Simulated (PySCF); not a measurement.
## How methods differ on the ionisation energy of Mg

Mg [Ne] 3s2 (1S) → Mg⁺ [Ne] 3s1 (2S), as a difference of total energies. All numbers are calculated (PySCF 2.14, scalar relativity by spin-free X2C-1e, in aug-cc-pVDZ-DK (5s4p2d, 27 functions)). Correlated levels: valence: [Ne] frozen. The calculations carry no spin-orbit coupling.

```json
{"method": "UHF", "ionisation energy (eV)": "6.634", "error (eV)": "-1.012"}
{"method": "MN15", "ionisation energy (eV)": "7.644", "error (eV)": "-0.002"}
{"method": "PBE0", "ionisation energy (eV)": "7.588", "error (eV)": "-0.058"}
{"method": "MP2 (valence)", "ionisation energy (eV)": "7.223", "error (eV)": "-0.423"}
{"method": "SCS-MP2 (valence)", "ionisation energy (eV)": "7.341", "error (eV)": "-0.305"}
{"method": "CCSD (valence)", "ionisation energy (eV)": "7.529", "error (eV)": "-0.117"}
```

Reference: 7.646 eV (measured; NIST Atomic Spectra Database, ionization energies).

Errors of the correlated levels include the incompleteness of this basis and the frozen core.

With two correlated electrons CCSD is exact in that space.
